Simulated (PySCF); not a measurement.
# One shape, several levels: CH3Al (SMILES C[Al])

Aim: a comparison of 6 runs (HF/STO-3G, B3LYP/6-31G*, BLYP/cc-pVTZ, SVWN5/cc-pVTZ, r2SCAN/cc-pVTZ, revPBE/cc-pVTZ) of CH3Al. 

The results are computed with PySCF 2.14.0.

2 further runs of the same task are left out: 2 set aside as unsound or not needed.

## 1. The system as given

The species is CH3Al (5 atoms), meant as a singlet with charge 0. As SMILES, `C[Al]`. The coordinates come from a PBE0-D4/def2-TZVP relaxation.

Bond lengths: C1–Al2 1.988 Å, C1–H3 1.098 Å, C1–H4 1.098 Å, C1–H5 1.098 Å. Angles: Al2–C1–H3 111.8°, Al2–C1–H4 111.8°, Al2–C1–H5 111.8°, H3–C1–H4 107.1°, H3–C1–H5 107.1°, H4–C1–H5 107.1°.

## 2. A single-point energy at HF/STO-3G (run 1)

Input file geometry.xyz:

```xyz
5
CH3Al
C     -0.131220    -0.057510     0.054000
Al     1.572690     0.689240    -0.647230
H     -0.230740    -1.127460    -0.171770
H     -0.205100     0.049890     1.144270
H     -1.005630     0.445840    -0.379270
```

Input file input.py:

```python
from pyscf import gto

mol = gto.Mole()
mol.atom = 'geometry.xyz'
mol.verbose = 3
mol.max_memory = 1860
mol.basis = 'sto-3g'
mol.charge = 0
mol.build()

calc0 = mol.RHF()
calc0.conv_tol = 1e-10
calc0.kernel()
if not calc0.converged:
    calc0 = calc0.newton().run(calc0.mo_coeff, calc0.mo_occ)

e_tot = calc0.e_tot
print('E = %.10f Eh' % e_tot)
```

Run with:

```
OMP_NUM_THREADS=1 python input.py
```

The program printed:

```text
converged SCF energy = -278.111120763645
E = -278.1111207636 Eh
```

Wall time 1.6 s (1 thread of Intel Xeon at 2.70GHz, shared host); peak memory 0.12 GiB.

## 3. A single-point energy at B3LYP/6-31G(d) (spherical functions) (run 2)

Input file run.py:

```python
from pyscf import gto, dft

system = gto.M(
    atom='''
C     -0.247970    -0.108678     0.102045
Al     2.971953     1.302475    -1.223087
H     -0.436035    -2.130591    -0.324598
H     -0.387583     0.094278     2.162357
H     -1.900365     0.842515    -0.716716
''',
    verbose=4,
    max_memory=1860,
    basis='6-31g*',
    unit='bohr',
    charge=0,
)

myscf = dft.RKS(system, xc='b3lyp')
myscf.conv_tol = 1e-10
myscf.grids.level = 5
myscf.kernel()
if not myscf.converged:
    myscf = myscf.newton().run(myscf.mo_coeff, myscf.mo_occ)

e_tot = myscf.e_tot
print('E(%s) = %.9f' % ('B3LYP', e_tot))
```

Run with:

```
OMP_NUM_THREADS=1 python run.py
```

The program printed:

```text
PySCF version 2.14.0

[... 69 lines left out ...]
converged SCF energy = -282.311525157273
E(B3LYP) = -282.311525157
```

It took 8.7 s on 1 thread of Intel Xeon at 2.70GHz, shared host; peak memory 0.24 GiB.

Runs 3 to 5 aren't shown in full; the table further down has their settings and results.

## 4. A single-point energy at revPBE/cc-pVTZ (run 6)

Input file mol.xyz:

```xyz
5

C     -0.131220    -0.057510     0.054000
Al     1.572690     0.689240    -0.647230
H     -0.230740    -1.127460    -0.171770
H     -0.205100     0.049890     1.144270
H     -1.005630     0.445840    -0.379270
```

Input file job.py:

```python
from pyscf import gto, dft

mol = gto.Mole()
mol.atom = 'mol.xyz'
mol.max_memory = 1860
mol.verbose = 3
mol.charge = 0
mol.basis = 'cc-pvtz'
mol.build()

calc0 = dft.RKS(mol)
calc0.xc = 'revpbe'
calc0.grids.level = 5
calc0.conv_tol = 1e-10
calc0.kernel()
if not calc0.converged:
    calc0 = calc0.newton().run(calc0.mo_coeff, calc0.mo_occ)

etot = calc0.e_tot
print(f'total energy: {etot:.8f} hartree')
```

Run with:

```
OMP_NUM_THREADS=1 python job.py
```

The program printed:

```text
converged SCF energy = -282.264140984547
total energy: -282.26414098 hartree
```

Wall time 19 s (1 thread of Intel Xeon at 2.70GHz, shared host); peak memory 0.53 GiB.

## 5. The series

```csv
run,level,integration grid,energy (Eh),dipole moment (D),HOMO energy (eV),LUMO energy (eV),wall time
1,HF/STO-3G,–,-278.111121,1.60,-3.92,9.91,1.6 s
2,B3LYP/6-31G* (spherical functions),5,-282.311525,0.95,-5.27,-1.44,8.7 s
3,BLYP/cc-pVTZ,5,-282.310036,0.64,-4.51,-1.95,19 s
4,SVWN5/cc-pVTZ,5,-280.889353,0.81,-4.71,-2.20,8.4 s
5,r2SCAN/cc-pVTZ,5,-282.268615,0.89,-4.81,-1.93,23 s
6,revPBE/cc-pVTZ,5,-282.264141,0.84,-4.62,-2.04,19 s
```

## 6. Summary of results

| quantity | value |
| --- | --- |
| run 6: total energy | -282.26414 Eh |
| run 6: dipole moment | 0.84 D |
| run 6: HOMO energy | -4.62 eV |
| run 6: LUMO energy | -2.04 eV |
| run 6: HOMO–LUMO gap | 2.58 eV |

The dipole moment (its size) runs from 0.64 D (BLYP/cc-pVTZ) to 1.60 D (HF/STO-3G). The two ends differ in method and basis. The two dipoles point in opposite directions. The HOMO–LUMO gap runs from 2.51 eV (SVWN5/cc-pVTZ) to 13.83 eV (HF/STO-3G). Totals of different functionals can't be ranked against each other. In run 1 the basis is minimal, so the values are rough. All runs together took 80 s, the longest 23 s.
